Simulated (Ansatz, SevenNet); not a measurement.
For 2H MoTe2, the machine-learned potential SevenNet-0 (trained on PBE and PBE+U data) gives:

| Property | Result |
|---|---|
| lattice constant a | 3.557 Å |
| c axis length | 16.052 Å |
| elastic constant C11 | 84.2 GPa |
| elastic constant C44 | 0.84 GPa |
| polycrystal shear modulus | 6.98 GPa |
| enthalpy of formation | -0.362 eV/atom |

Question: What does r²SCAN+rVV10 (Ansatz, a quantum-chemistry and plane-wave program, plane waves, PAW) give for the same quantities?

Answer: 
- lattice constant a: 3.542 Å (drops by 0.4 %)
- lattice parameter c: 14.179 Å (drops by 12 %)
- elastic constant C11: 129 GPa (grows by 53 %)
- elastic constant C44: 18.3 GPa (grows by 2100 %)
- Voigt–Reuss–Hill shear modulus: 29.7 GPa (increases by 330 %)
- formation enthalpy: -0.306 eV/atom (moves by +0.056 eV/atom)

For comparison: lattice constant a 3.518 Å (measured, 300 K, not corrected to a static lattice; as tabulated in arXiv:1605.07067); lattice parameter c 13.974 Å (measured, 300 K, not corrected to a static lattice; as tabulated in arXiv:1605.07067).

Changes are worked out from the printed values.

Unless a cell is named, each level is at its own relaxed cell (SevenNet-0 29.31, r²SCAN+rVV10 25.67 Å³/atom).

Levels without +SOC leave out spin–orbit coupling, which shifts energies and cells of such heavy elements.

Ansatz's density-functional and Hartree–Fock values are scalar-relativistic unless marked +SOC, with PAW data made under PBE.
